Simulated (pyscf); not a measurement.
## Atom transfer: F–SiH₂–O–SiH₃ + •H₂C–F → •H₂Si–O–SiH₃ + F–CH₂–F

Gas phase, doublet surface, charge 0. Bonds broken: Si1–F10. Bonds formed: F10–C11. PySCF, gas phase, ωB97X-D3(BJ)/def2-SVP geometries.

Transition state (Å):

```xyz
13

Si     1.5097    -0.4270    -0.6668
O      1.6388    -0.0463     0.9472
Si     0.7120     0.6428     2.1383
H     -2.3060     0.3322    -0.4089
H      1.0244    -1.8329    -0.8100
H      2.8882    -0.3139    -1.2466
H      0.6798     2.1239     1.9933
H     -0.6841     0.1144     2.0885
H      1.3122     0.2898     3.4534
F     -0.1893     0.6038    -0.9782
C     -1.7482     1.2135    -0.7441
F     -1.6261     2.1409     0.1952
H     -1.9809     1.6287    -1.7302
```

One imaginary mode, 1121i cm⁻¹; descent along it reached the two sides named.

```tsv
bond	change	reactant side (Å)	saddle	product side
Si1–F10	breaks	1.629	2.011	3.1
F10–C11	forms	3.0	1.690	1.362
```

Electronic energies relative to the separated reactants (eV):

```
level                   barrier  reaction energy  reverse barrier
----------------------  -------  ---------------  ---------------
ωB97X-D3(BJ)/def2-TZVP     2.85            +1.60             1.25
PBE/def2-TZVP              2.13            +1.38             0.75
r²SCAN/def2-TZVP           2.43            +1.60             0.83
B3LYP-D3(BJ)/def2-TZVP     2.51            +1.59             0.92
PBE0-D3(BJ)/def2-TZVP      2.52            +1.47             1.05
M06-2X/def2-TZVP           2.77            +1.58             1.19
ωB97M-D3(BJ)/def2-TZVP     2.76            +1.64             1.12
HF/def2-TZVP               4.06            +1.82             2.24
```

With ωB97M-D3(BJ)/def2-TZVP energies and thermal terms (ideal gas, 1 atm, RRHO with modes under 100 cm⁻¹ raised to 100, one conformer, R ln 2 for rigid chiral ones), in eV:

| T (K) | ΔH‡ | ΔG‡ | ΔH | ΔG |
|---|---|---|---|---|
| 298 | 2.78 | 3.28 | +1.70 | +1.71 |
| 600 | 2.80 | 3.77 | +1.68 | +1.72 |
| 900 | 2.83 | 4.25 | +1.66 | +1.75 |
| 1200 | 2.86 | 4.72 | +1.66 | +1.78 |

One saddle was located; it need not be the lowest between these sides. The angle at the transferred F is 160°.
